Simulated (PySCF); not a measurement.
H₂Si, SMILES [SiH2] (connectivity only; charge and spin as stated), charge +1, multiplicity 2. Atoms are numbered in the order given.

```xyz
3

Si     0.0000     0.0000    -0.0935
H      0.0000    -1.2898     0.6547
H      0.0000     1.2898     0.6547
```
Charge +1, spin multiplicity 2.

Geometry optimised at PBE0-D3(BJ)/def2-TZVPD. The isomer is the one that the SMILES or the coordinates give; other isomers of the formula were not compared.

The numbers are results of PySCF with PBE0/def2-TZVPD, not measurements.

### Question
Estimate the frontier levels, dipole moment and polarisability. (The exact figures need the calculation; the answer reports its results.)

### Answer

| Quantity | Value |
|---|---|
| α spin, highest occupied and lowest empty level | -14.93 and -10.65 eV |
| β spin, highest occupied and lowest empty level | -17.60 and -10.76 eV |
| dipole moment about the centre of nuclear charge | 0.02 D |
| mean static polarisability | 21.5 bohr³ (3.19 Å³) |
| polarisability, principal values | 19.5, 20.1, 25.0 bohr³ |
| ⟨S²⟩ | 0.752 (pure state 0.75) |
